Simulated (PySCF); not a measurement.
The dipole of disulfane, `SS` from its density and from atomic charges.

Coordinates (PBE0-D3(BJ)/def2-SVP, Å) and charges (e) from the PBE0/pcSseg-1 density (PySCF):

| atom | x | y | z | Mulliken | IAO | Hirshfeld | ESP-fitted |
| --- | --- | --- | --- | --- | --- | --- | --- |
| S1 | -0.935 | 0.464 | 0.454 | -0.1593 | -0.1002 | -0.0519 | -0.1855 |
| S2 | 0.933 | 0.478 | -0.444 | -0.1593 | -0.1002 | -0.0519 | -0.1862 |
| H3 | -1.523 | -0.471 | -0.332 | +0.1593 | +0.1002 | +0.0519 | +0.1852 |
| H4 | 1.526 | -0.470 | 0.322 | +0.1593 | +0.1002 | +0.0519 | +0.1865 |

**Question.** What dipole does each set of charges give (1 e·Å = 4.803 D), and what does the density give?

**Answer.** The full density gives (0.00, -1.59, -0.02) D, 1.59 D in size; dipole vectors point from the negative to the positive end.

```tsv
scheme	μx	μy	μz	size (D)	share of the full size (%)	angle to the full dipole (°)
Mulliken	0.00	-1.44	-0.01	1.44	91	0
IAO	0.00	-0.91	-0.01	0.91	57	0
Hirshfeld	0.00	-0.47	0.00	0.47	30	0
ESP-fitted	0.01	-1.68	-0.01	1.68	106	0
```

**Question.** Which set comes closest?

**Answer.** Length of the difference vector: ESP-fitted 0.09 D, Mulliken 0.15 D, IAO 0.68 D, Hirshfeld 1.12 D. Closest: ESP-fitted. 

**Question.** What is left for the Hirshfeld atoms' own dipoles?

**Answer.** The Hirshfeld atoms' densities add up to the full density, so μ = Σ q r + Σ (atomic dipoles). The atomic dipoles sum to (0.00, -1.59, -0.02) − (0.00, -0.47, 0.00) = (0.00, -1.12, -0.02) D, 1.12 D in size.

**Question.** With the origin at the mean of the coordinates, (0.000, 0.000, 0.000) Å, which are the largest single terms, by size, of the Hirshfeld dipole along the direction of the full one?

**Answer.** H4 +0.12, S1 +0.12, S2 +0.12, H3 +0.12 D; all 4 atoms together +0.47 D. The single terms depend on the origin, their sum doesn't.

**Question.** Give the size of the full dipole in other units.

**Answer.** 1.59 D = 0.626 au = 0.331 e·Å = 5.31 × 10⁻³⁰ C·m.

Isolated species at its PBE0-D3(BJ)/def2-SVP geometry, gas phase.

The run behind these numbers computed NMR shieldings as well. Hardware: one thread of an Arm Neoverse V2, shared host with 96 logical CPUs at a one-minute load of 51. Cost: 1.3 s wall, 0.28 GiB resident at most.

The values belong to the conformer `[SH:1][SH:2]`: H–S1–S2–H -91°.
